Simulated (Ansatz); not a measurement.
Bulk modulus B0 of some transition metals

Method: BLYP in Ansatz (plane waves, PAW). References are measured values corrected to a static lattice. The table is a random draw of 8 from 15 solids with such references.

Values in GPa.

```json
[
 {"solid": "fcc Au", "reference": "182", "BLYP": "103", "error (%)": "-43"},
 {"solid": "bcc Mo", "reference": "265 (265–278)", "BLYP": "234", "error (%)": "-11.7"},
 {"solid": "fcc Pt", "reference": "289", "BLYP": "199", "error (%)": "-31"},
 {"solid": "hcp Ti", "reference": "108", "BLYP": "105", "error (%)": "-2.8"},
 {"solid": "fcc Cu", "reference": "144", "BLYP": "116", "error (%)": "-19.4"},
 {"solid": "bcc Ta", "reference": "198", "BLYP": "181", "error (%)": "-8.6"},
 {"solid": "bcc Nb", "reference": "173", "BLYP": "?", "error (%)": "?"},
 {"solid": "bcc W", "reference": "312 (300–328)", "BLYP": "274", "error (%)": "-12.2"}
]
```

**Question.** Estimate the withheld BLYP value.

**Answer.** The errors of the other rows run from -43 % to -2.8 %, with a median of -12.2 %; carried to the reference 173 it gives 152 GPa. The run gives 156 GPa (-9.8 %), +2.6 % from the estimate; the row was drawn at random, and such an estimate is rough. Over these 8 solids the mean error is -17.4 %, the mean absolute error 17.4 % (median 11.9 %), and the worst case fcc Au at -43 %; the value is too low in 8 of 8 cases. Over all 15, from unrounded values, the mean error is -16.9 % and the mean absolute error 17.6 % (median 12.5 %). Caveats on values not shown: the cell is over a tenth larger than the published one: the level's own overestimate first of all, though another phase or state, or a fault of the published cell, is possible (2).

All these references are brought to a static lattice.

Spin–orbit coupling is left out, also for the solids with elements from indium on (fcc Au, fcc Pt, bcc Ta, bcc W); its size isn't shown.

In Ansatz's fits of the non-cubic solids, shape and atoms are relaxed at each volume.

Brackets give the range of the sources taken for a reference, where it is wide; it can hold other temperatures.

Differences are worked out from the printed values.

Each level is taken at its own relaxed cell. Caveats: the cell is over a tenth larger than the published one: the level's own overestimate first of all, though another phase or state, or a fault of the published cell, is possible (fcc Au, fcc Pt). Ansatz's density-functional and Hartree–Fock values are scalar-relativistic unless marked +SOC, with PAW data made under PBE.

Ansatz's runs of these crystals have no spin polarisation.

Not in this set, of the transition metals with a reference value in our tables and a result at some level: 7 for no value at BLYP (not run, a failed fit, an unstable or unbound cell, or a value held back for tests); 3 for sources at odds; 1 for a reference at room or unstated temperature. These can be a level's best or worst cases. Solids without a released value at any level aren't counted. Layered and molecular crystals are counted apart. The metals Ce to Yb are counted apart.

References as tabulated in Mejia-Rodriguez and Trickey (2018), arXiv:1807.09216; doi:10.1021/acs.jctc.3c00612; Levämäki et al. (2014), arXiv:1402.3671.

Ansatz is an electronic-structure program.
